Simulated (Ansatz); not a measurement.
# Relaxing CrMo3

Method: Ansatz 0.2.0, DFT r2SCAN, scalar-relativistic, plane waves, PAW. Cutoff 500 eV, Γ-centred k mesh, Gaussian smearing, collinear spin, first started from parallel moments.

CrMo3 was placed on the Cu3Au (L1_2) structure type (Pm-3m, No. 221), with Cr in place of Au, Mo in place of Cu, at a guessed volume.

```xyz
4
Lattice="3.7946 0.0000 0.0000 0.0000 3.7946 0.0000 0.0000 0.0000 3.7946" Properties=species:S:1:pos:R:3 pbc="T T T"
Cr    0.0000    0.0000    0.0000
Mo    0.0000    1.8973    1.8973
Mo    1.8973    0.0000    1.8973
Mo    1.8973    1.8973    0.0000
```

Steps on the 4×4×4 mesh (4 atoms). 4 of 5 steps are shown, and the free energy counts from the last. Trial steps that were taken back and renewals of the plane-wave basis can be among the rows.

```
step  ΔF (meV/atom) V (Å³/atom) P (GPa)
   1          150.6        13.66    31.40
   2            6.6        15.76    -4.66
   3            1.2        15.45    -0.80
   5            0.0        15.39     0.03
```

A final relaxation ran on a 12×12×12 mesh. The relaxed crystal, Pm-3m (No. 221):

```cif
data_structure
_symmetry_space_group_name_H-M 'Pm-3m'
_symmetry_Int_Tables_number 221
_cell_length_a 3.9483
_cell_length_b 3.9483
_cell_length_c 3.9483
_cell_angle_alpha 90.000
_cell_angle_beta 90.000
_cell_angle_gamma 90.000
_cell_volume 61.55
loop_
_atom_site_label
_atom_site_type_symbol
_atom_site_symmetry_multiplicity
_atom_site_Wyckoff_symbol
_atom_site_fract_x
_atom_site_fract_y
_atom_site_fract_z
_atom_site_occupancy
Cr1 Cr 1 a 0.00000 0.00000 0.00000 1
Mo1 Mo 3 c 0.00000 0.50000 0.50000 1
```

```json
{
 "Volume per atom": "15.39 Å³",
 "Density": "9.17 g/cm³",
 "Energy over the elements": "0.50 eV/atom",
 "Gap on the 12×12×12 mesh": "0 eV (a metal)",
 "Net moment per atom": "0.84 μB",
 "Largest site moment": "2.96 μB"
}
```

Formation energies are uncorrected and refer to the elements' standard structures at the same level.

The final run used a 12×12×12 mesh on its 4-atom cell and 0.10 eV smearing. For metals, differences of a few meV/atom aren't resolved. The magnetic state reached may not be the lowest.

A structure relaxed within its symmetry needn't be a true minimum.

Cost: 3 runs of about 3.2 core-minutes in all, on Arm Neoverse V2 (shared hosts).